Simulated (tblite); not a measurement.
Compound: thiopropynal, C3H2S.
SMILES: `C#CC=S`

Computed values, GFN2-xTB/tblite, gas phase, harmonic and unscaled. This tight-binding method is rough: wavenumbers can miss measured ones by several per cent, in bad cases by 10 to 20.

Harmonic wavenumbers (cm⁻¹): 160.2, 303.3, 455.9, 623.4, 649.7, 762.0, 935.3, 1128.7, 1266.0, 2204.1, 2964.3, 3384.2.

A = 39279, B = 3220, C = 2976 MHz; mass 69.988 u (most abundant isotopes); point group Cs, symmetry number 1.

Problem. Zero-point energy?

Solution. Half the sum of the wavenumbers: 7419 cm⁻¹ = 88.75 kJ/mol.

Problem. Entropy at 273.15 K, 1 bar (ideal gas, RRHO, classical rotation)?

Solution. Translation 160.02, rotation 100.42, vibration 21.97: S = 282.4 J/(mol K).

Problem. And Cp and H(273.15 K) − H(0)?

Solution. Cp = 65.37 J/(mol K), of which vibrations give 32.11 (their classical limit is 12 R = 99.8); H(273.15 K) − H(0) = 12.85 kJ/mol without the zero-point energy, 3.77 from vibrations.

Problem. What must be added to the electronic energy to get the Gibbs energy at 273.15 K and 1 bar?

Solution. ZPE + [H(273.15 K) − H(0)] − T·S = 88.75 + 12.85 − 77.14 = 24.46 kJ/mol.

Problem. Which modes carry the vibrational entropy at 273.15 K?

Solution. 160.2 cm⁻¹: 9.97; 303.3 cm⁻¹: 5.25; 455.9 cm⁻¹: 2.78; 623.4 cm⁻¹: 1.38; 649.7 cm⁻¹: 1.24; 762.0 cm⁻¹: 0.77 J/(mol K); the other 6 give 0.59 together.

Problem. How do the functions run with temperature in this model?

Solution. 
| T (K) | S (J/(mol K)) | Cp (J/(mol K)) | H − H(0) (kJ/mol) | G − H(0) (kJ/mol) | ln q(vib) |
| --- | --- | --- | --- | --- | --- |
| 100 | 230.7 | 41.4 | 3.59 | -19.48 | 0.12 |
| 200 | 263.6 | 55.4 | 8.43 | -44.30 | 0.56 |
| 300 | 288.7 | 68.7 | 14.65 | -71.96 | 1.15 |
| 500 | 328.5 | 87.0 | 30.39 | -133.86 | 2.46 |
| 800 | 373.0 | 102.0 | 58.96 | -239.42 | 4.37 |
| 1000 | 396.5 | 108.6 | 80.05 | -316.43 | 5.54 |

q(vib) and H(0) count from the zero-point level.

Hindered rotation and anharmonicity are outside this model.
